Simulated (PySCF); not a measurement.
## Spin–spin coupling constants

Geometry (Å), atoms numbered from 1 in this order:
```xyz
5

O    -0.3201    1.1715   -0.4019
N    -0.3687    0.1292    0.1914
O    -1.1675   -0.2665    0.9743
O     0.6567   -0.7534   -0.0684
H     1.2077   -0.2807   -0.7146
```

Indirect spin–spin couplings were computed at B3LYP/pcJ-1 (PySCF 2.14) on a PBE0-D3(BJ)/def2-SVP structure, for the isolated molecule, without vibrational or relativistic corrections. Couplings are averaged over pairs made equivalent by symmetry, fast rotation or ring inversion, so a value needn't be that of the named pair in this geometry, while other rotamers aren't included; one pair stands for each set, and the list holds those of at least 0.8 Hz over up to four bonds.

Isotopes: $^{17}$O, $^{1}$H, $^{15}$N. Couplings to quadrupolar nuclei such as 17O and 33S are rarely resolved in practice.

| pair | bonds | J (Hz) |
| --- | --- | --- |
| O1, N2 | 1 | ? |
| N2, O4 | 1 | -32.1 |
| O4, H5 | 1 | -65.6 |
| O1, O3 | 2 | -4.4 |
| O1, O4 | 2 | ? |
| N2, H5 | 2 | 1.4 |
| O1, H5 | 3 | 1.7 |

Estimate the withheld couplings, with signs.

## Answers


- $^{1}J$(O1,N2) = -44.8 Hz (mean over equivalent pairs that range from -46.2 to -43.4 Hz in this conformer)
- $^{2}J$(O1,O4) = -7.3 Hz (mean over equivalent pairs that range from -11.8 to -2.9 Hz in this conformer)
